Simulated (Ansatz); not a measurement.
Geometry optimisation, RKS BHLYP/def2-SVP (Ansatz).

The input (input.yaml):

```yaml
crystal:
  periodic: [false, false, false]
  atoms:
    - { symbol: Si, position_ang: [0.0, 0.0, 0.0] }
    - { symbol: H, position_ang: [0.0, 0.0, 1.46] }
    - { symbol: Cl, position_ang: [2.0086, 0.0, -0.7093] }
    - { symbol: H, position_ang: [-0.6877, 1.1914, -0.4862] }
    - { symbol: H, position_ang: [-0.6877, -1.1914, -0.4862] }
basis:
  gaussian: { orbitals: def2-SVP }
hamiltonian:
  xc: { name: BHLYP }
relax:
  f_tol: 0.02
  max_steps: 40
output:
  orbitals: {}
```

Command:

```bash
$ ansatz run input.yaml --threads 1 --pin off --max-ram 2048MiB --backend cpu --events-out ev --progress --plain --runs-dir out
```

Q: Where does it end, and by what steps?

A: The run converged. After 3 steps the energy has fallen by 0.047 eV; Cl3 moved furthest, 0.06 Å.

```tsv
step	energy less start (eV)	largest force component (eV/Å)	accepted
0	0.0000	1.040	yes
1	-0.0401	0.428	yes
2	-0.0472	0.107	yes
3	-0.0475	0.005	yes
```

```xyz
5
Properties=species:S:1:pos:R:3
Si 0.006 0.000 -0.002
H 0.023 0.000 1.474
Cl 1.954 0.000 -0.690
H -0.675 1.210 -0.502
H -0.675 -1.210 -0.502
```

Whether the end is a true minimum wasn't checked by a vibrational analysis.

Time of the run: 5.4 s on 1 thread of Arm Neoverse V1, with other jobs on the host, peak memory 0.1 GiB.
